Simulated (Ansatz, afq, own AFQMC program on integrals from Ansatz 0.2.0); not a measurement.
Two steps: Ansatz 0.2.0 writes the Fock matrix and Cholesky factors of the valence space, and afq projects on them the lowest state that overlaps trial and start.

```yaml
crystal:
  periodic: [false, false, false]
  atoms:
    - {symbol: Al, position_ang: [0.000000, -0.018378, 0.579289]}
    - {symbol: N, position_ang: [0.000000, 0.033274, -0.827148]}
    - {symbol: H, position_ang: [0.000000, 0.083954, 1.934691]}
    - {symbol: H, position_ang: [0.000000, -0.098850, -1.686832]}
basis:
  gaussian: {orbitals: cc-pVDZ}
magnetization: {spin_polarized: false}
correlation: {method: ccsd_t, electrons: outside_noble_gas, hamiltonian_folder: ham}
```

```sh
$ ansatz run in.yaml --threads 1 --pin off --events-out ev --progress --plain --max-ram 1382MiB
```

afq runs on the folder ham with

```
--method free --trial cid --walkers 20 --time-step 0.01 --max-blocks 30 --target-error 0.00076 --factor-cut 1e-05 --seed 3139 --times 0.0,0.2,0.4,0.8,1.2 --taylor-order 10
```

Times are imaginary, in 1/Eh. The walk had a cap of 214 s.

```
orbitals 36  electrons 5 5  factors 274 of 402
reference energy -297.37270143 Eh
CCSD correlation -0.24342504 Eh in 12 cycles, weight of the determinant in the CISD state 0.8959
repeat  energy at the last time / Eh  error
    10  -297.626053  0.001989
    20  -297.625735  0.001297
    30  -297.625421  0.000944
time / (1/Eh)  energy / Eh  error  mean overlap
  0.00  -297.616095  0.000919  1.1049
  0.20  -297.621360  0.000942  1.0902
  0.40  -297.623403  0.000949  1.0860
  0.80  -297.623238  0.000722  1.0728
  1.20  -297.625421  0.000944  1.0672
energy -297.625421 +/- 0.000944 Eh
```

Problem. Estimate how long the walk took on 1 thread of Arm Neoverse V2, on a shared host.

Solution. 8.1 s of wall time.

The run passed its tests (error under three times the target), which doesn't prove that it has relaxed.

Against this walk (error 25.7 meV) on the same determinant: CCSD(T) 49.6 meV higher (within the noise), CCSDT(Q) 6.2 meV higher (within the noise). The error is statistical, and a free projection of finite length keeps a remainder of its start. The last points scatter (meV from the last: 254 ± 25 at 0.00, 111 ± 26 at 0.20, 55 ± 26 at 0.40, 59 ± 20 at 0.80, 0 ± 26 at 1.20); the last is the one printed as the energy, and the gaps above move with that scatter.

Cautions: remainder of the start not in the error; error above the target (25.7 against 20.7 meV); higher spins were not checked; raised T1 diagnostic (T1 0.022, weight of the determinant 0.90, largest double 0.05); so few walkers bias the energy.

CCSDT and higher add their correlation energy to the determinant of the CCSD(T) run, since their own runs factorise the integrals more tightly (a shift of under 2 meV). A walk keeps the symmetry of its determinant, which the program's search chose and which needn't be the lowest solution, so a lower state of the same spin and another symmetry isn't excluded.
